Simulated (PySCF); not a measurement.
# Broadened absorption spectrum of CHCl3

Compound: CHCl3.
Numbering: `[Cl:1][CH:2]([Cl:3])[Cl:4]` (hydrogens: H5 on C2)

Computed, not measured: TDDFT CAM-B3LYP/aug-cc-pVTZ, vertical, gas phase, core orbitals frozen in the response in PySCF 2.14.0, density-fitted response routines. Isolated species at its PBE0-D3(BJ)/def2-TZVP geometry, gas phase.

Each state is given a Gaussian of 0.3 eV full width at half maximum, with ε(max) = 2.175×10⁸ f / Δν̃ (Δν̃ the width in cm⁻¹). The width is an assumption, not a result. The curve ends short of the highest state used, and states not computed would add to its high-energy end.

(λ (nm), ε (L mol⁻¹ cm⁻¹)): (163.1, 1598), (164.0, 1769), (164.9, 1763), (165.9, 1561), (166.8, 1274), (167.8, 947), (168.7, 731), (169.6, 645), (170.6, 725), (171.5, 941), (172.4, 1250), (173.4, 1621), (174.3, 1895), (175.2, 2047), (176.2, 2030), (177.1, 1854), (178.1, 1535), (179.0, 1198), (179.9, 870), (180.9, 564), (181.8, 355), (182.7, 210), (183.7, 109), (184.6, 57), (185.6, 26), (186.5, 12), (187.4, 5), (188.4, 2), (189.3, 1), (190.2, 0), (191.2, 0), (192.1, 0), (193.0, 0), (194.0, 0), (194.9, 0), (195.9, 0), (196.8, 0), (197.7, 0), (198.7, 0), (199.6, 0), (200.5, 0), (201.5, 0), (202.4, 0), (203.3, 0)

Question: Locate the maxima and give the states behind the curve.

Answer: 176 nm (7.06 eV), ε about 2100, made up of S3 (50%) and S4 (50%); 164 nm (7.54 eV), ε about 1800, made up of S5 (49%) and S6 (51%) (ε in L mol⁻¹ cm⁻¹; maxima over ε = 5, shares over 10%). The states used: S1 6.55 eV (f 0.0000); S2 6.93 eV (f 0.0001); S3 7.06 eV (f 0.011); S4 7.06 eV (f 0.011); S5 7.54 eV (f 0.0098); S6 7.54 eV (f 0.010); S7 7.96 eV (f 0.0000); S8 8.15 eV (f 0.0037); S9 8.15 eV (f 0.0034); S10 8.20 eV (f 0.025).

Question: What would ε be at 7.06 eV, the highest of these maxima, with half the width (0.15 eV)?

Answer: About 4110 L mol⁻¹ cm⁻¹ against 2060, a factor of about 1.99; a lone state at its own centre would give exactly 2.

Question: Coming from long wavelengths, where does ε first pass 100 L mol⁻¹ cm⁻¹?

Answer: At about 184 nm (6.75 eV), 0.20 eV above S1.

The run took 49 s wall, 86 s CPU on an Intel Xeon at 2.50 GHz with 2 threads, shared host, and the process peaked at 0.87 GiB of memory.
